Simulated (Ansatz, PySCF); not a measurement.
This PySCF input computes a PBE0/def2-TZVPD energy:

```python
from pyscf import gto, scf, dft

mol = gto.M(
    atom='''
    Cl   -0.00000000   -0.00000000   -0.95498874
    Cl    0.00000000    0.00000000    0.95498874
    ''',
    basis='def2-tzvpd',
    charge=1,
    spin=1,
    symmetry='D2h',
    verbose=4,
)

mf = dft.UKS(mol, xc='pbe0').density_fit(auxbasis='def2-universal-jkfit')
mf.grids.level = 3
mf.conv_tol = 1e-9
mf.max_cycle = 100
mf.max_memory = 1500
mf.kernel()
if not mf.converged:
    mf = mf.newton()
    mf.kernel(mf.make_rdm1())
mf.analyze()
```

**Question.** Write an input for the same energy in Ansatz (a first-principles code) and say what it gives.

**Answer.** 
Ansatz 0.2 input:
```yaml
crystal:
  periodic: [false, false, false]
  atoms:
    - {symbol: Cl, position_ang: [-0.00000000, -0.00000000, -0.95498874]}
    - {symbol: Cl, position_ang: [0.00000000, 0.00000000, 0.95498874]}
basis:
  gaussian:
    orbitals: def2-TZVPD
hamiltonian:
  xc: {name: PBE0}
total_charge: 1
magnetization: {spin_polarized: true, initial_magnetization: 1}
output: {forces: true}
```
It gives -919.67470 Eh, and PySCF -919.67471 Eh, a difference of 0.01 mEh.
